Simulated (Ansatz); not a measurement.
**CHSi+ (triplet): from Hartree-Fock to the top rungs, cc-pVTZ**

How much of the correlation energy of CHSi+ (triplet) does each wave-function method recover here?

Program: Ansatz 0.2.0, Gaussian basis. Level of theory: cc-pVTZ, core rule «outside noble gas», up to 6 orbitals frozen. These are calculated values, not measurements.

The runs, in order: UHF; CCSD(T) on ROHF; CCSD(T) on UHF; BCCD(T) on ROHF; CCSDT(Q) on ROHF; CCSDT(Q) on UHF; CASSCF and MRCISD+Q, 8 electrons in 9 orbitals; CASSCF and NEVPT2, 8 electrons in 9 orbitals.

7 further runs of the same task are left out: 2 for a known fault of the program, 5 set aside as unsound or not needed.

## (1) What is computed

The geometry is a PBE0/def2-TZVP stationary point (not a proven minimum) of the parent state, kept for this charge and spin.

3 atoms, charge 1, spin multiplicity 3.

Atoms are counted from 1 here; the program's logs count them from 0.

Bond lengths: Si1–C2 1.726 Å, Si1–H3 1.500 Å. Angles: C2–Si1–H3 180.0°.

## (2) UHF

The input, in.yaml:

```yaml
crystal:
  periodic: [false, false, false]
  atoms:
    - {symbol: Si, position_ang: [0.000000, 0.000000, 0.075579]}
    - {symbol: C, position_ang: [0.000000, 0.000000, -1.650691]}
    - {symbol: H, position_ang: [0.000000, 0.000000, 1.575112]}
basis:
  gaussian: {orbitals: cc-pVTZ}
total_charge: 1
magnetization: {spin_polarized: true, initial_magnetization: 2}
hamiltonian: {xc: hf}
output: {orbitals: {seedname: orbitals}}
```

Started as:

```console
$ ansatz run in.yaml --threads 1 --pin off --events-out ev --progress --plain --max-ram 4096MiB --backend cpu
```

After this run come: CCSD(T) on ROHF; CCSD(T) on UHF; BCCD(T) on ROHF; CCSDT(Q) on ROHF; CCSDT(Q) on UHF; CASSCF and MRCISD+Q, 8 electrons in 9 orbitals; CASSCF and NEVPT2, 8 electrons in 9 orbitals.

Q: Predict the results of all the runs planned. Wanted: UCCSDT(Q) below the RHF energy; RMP2 from UCCSDT(Q); UMP2 from UCCSDT(Q); RCCSD from UCCSDT(Q); RCCSD(T) from UCCSDT(Q); UCCSD(T) from UCCSDT(Q); RCCSDT(Q) from UCCSDT(Q); NEVPT2 valence from UCCSDT(Q); MRCISD+Q valence from UCCSDT(Q).

The runs gave:

| quantity | value |
| --- | --- |
| UCCSDT(Q) below the RHF energy | -6.4409 eV |
| RMP2 from UCCSDT(Q) | +28.63 kcal/mol |
| UMP2 from UCCSDT(Q) | +30.17 kcal/mol |
| RCCSD from UCCSDT(Q) | +9.87 kcal/mol |
| RCCSD(T) from UCCSDT(Q) | +1.98 kcal/mol |
| UCCSD(T) from UCCSDT(Q) | +2.08 kcal/mol |
| RCCSDT(Q) from UCCSDT(Q) | +0.09 kcal/mol |
| NEVPT2 valence from UCCSDT(Q) | +18.39 kcal/mol |
| MRCISD+Q valence from UCCSDT(Q) | +0.50 kcal/mol |
| levels within 1 kcal/mol (43 meV) | RCCSDT, UCCSDT, RCCSDT(Q), MRCISD+Q valence |
| T1 diagnostic | 0.030 |
| effectively unpaired electrons | 2.09 |

In words: RCCSD(T) lands +1.98 kcal/mol from the yardstick (1.3 % of the correlation energy). One determinant dominates. Of the multireference levels listed MRCISD+Q valence comes nearest in total energy (+0.50 kcal/mol), which doesn't show that its space is the better one. Coupled cluster took another determinant than the lowest Hartree-Fock one. These misses are within one basis, not against nature; the frozen cores of restricted and unrestricted runs differ, which can shift their rows.
